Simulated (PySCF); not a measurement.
The group X on NC-X is varied. Gas-phase values, no solvent. One relaxed conformer stands for each flexible species; it need not be the lowest. Strings in code marks are SMILES.

The four lowest singlet excitations (Tamm–Dancoff). The numbers are results of B3LYP-D3(BJ)/def2-TZVP (PySCF), not measurements. B3LYP has the VWN-RPA correlation part, as in Gaussian. Excitations are Tamm–Dancoff values on a coarser integration grid. The basis has no diffuse functions, so Rydberg states are missing or too high.

```tsv
state	energy (eV)	wavelength (nm)	oscillator strength
S1	5.08	244	0.000
S2	5.85	212	0.000
S3	5.87	211	0.014
S4	6.17	201	0.033
```

Name which member gives these states.
(A) `C#N`
(B) `N#[C][AlH2]`
(C) `CNC#N`
(D) `N#CB(O)O`

B, `N#[C][AlH2]`
